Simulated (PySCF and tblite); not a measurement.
Values are calculated unless marked as measured or tabulated.
System: C₃H₅Cl₂F, numbered as in [CH3:1][C@H:2]([F:3])[CH:4]([Cl:5])[Cl:6].

For the rotation about the C2–C4 bond (torsion C1–C2–C4–Cl5 from -68° to -183°, falling): electronic barrier 5.33 kcal/mol, zero-point change 0.08 kcal/mol, thermal and entropy terms at 350 K a further 0.87 kcal/mol (symmetry numbers apart). The minimum is C1, the saddle C1. Geometries: B3LYP-D3(BJ)/def2-SVP; energies: BHandHLYP/pcSseg-1 + D3(BJ); zero-point and thermal terms from GFN2-xTB harmonic modes (soft modes blended into free rotors). Rates follow Eyring's equation with the number of equivalent paths and no tunnelling. Programs: tblite and PySCF.

(1) How many equivalent paths lead out of the minimum?

(2) Work out the rate at 350 K.

## Answers

(1) 1: the symmetry number of the minimum is 1, that of the saddle displaced along its mode 1.

(2) ΔG‡ = 6.28 kcal/mol; k_B T/h = 7.3×10¹² s⁻¹; exp(−ΔG‡/RT) = 0.00012; times 1 gives k = 8.7×10⁸ s⁻¹. Wigner's tunnelling factor for the 52i cm⁻¹ mode would be 1.00.
